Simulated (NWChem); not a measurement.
# Correlation energy of HLi

SMILES: [LiH]
```xyz
2

Li     0.0000     0.0000     0.3994
H      0.0000     0.0000    -1.1982
```
Charge 0, spin multiplicity 1.

The numbers come from NWChem runs, not from measurements. Structure: optimised with PBE0/def2-SVP, a minimum by its harmonic frequencies.

Basis set: def2-TZVP. Each correlation energy counts from its own Hartree-Fock reference.

The correlated methods freeze no orbitals. The structure started from a generated list of species. Coupled-cluster values serve here as a point of comparison, not as the truth.

### Question
For the correlation energy, MP2 gives -51.5 mHa and SCS-MP2 gives -61.4 mHa. What do CR-CCSD[T], CR-CCSD(T), CCSD give?

### Answer
CR-CCSD[T]: -62.9 mHa; CR-CCSD(T): -62.9 mHa; CCSD: -62.9 mHa.
